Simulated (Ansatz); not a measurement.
C4H7FO (`CC(C)(F)C=O`). Charge 0, multiplicity 1.

```xyz
13

C    -1.093    0.312    0.825
C    -0.115    0.153   -0.318
C     0.398   -1.262   -0.474
F    -0.757    0.521   -1.501
C     1.048    1.116   -0.147
O     1.813    1.067    0.772
H    -0.589    0.104    1.770
H    -1.925   -0.383    0.699
H    -1.487    1.329    0.856
H     0.975   -1.541    0.409
H     1.042   -1.343   -1.352
H    -0.441   -1.950   -0.589
H     1.132    1.878   -0.951
```

List the harmonic frequencies (cm⁻¹, unscaled) at PBE0-D4/def2-TZVP in Ansatz. (Estimate.)

The calculation gave: 38, 208, 236, 269, 274, 344, 427, 427, 584, 780, 926, 932, 957, 1002, 1042, 1203, 1246, 1273, 1382, 1387, 1405, 1465, 1473, 1487, 1501, 1852, 2920, 3062, 3064, 3144, 3146, 3154, 3159.

Is this a minimum?

Yes, all 33 modes are real.

Give the ideal-gas thermochemistry at 298.15 K and 1 bar (rigid rotor, harmonic oscillator; point group Cs, symmetry number 1).

Zero-point energy 273.8 kJ/mol; H(298) − E = 295.0 kJ/mol; entropy 346.3 J/(mol·K), of which translation 165.0, rotation 111.1, vibration 70.2; G(298) − E = 191.8 kJ/mol. Modes under 100 cm⁻¹ are hindered rotations or soft bends, so the harmonic entropy is rough.
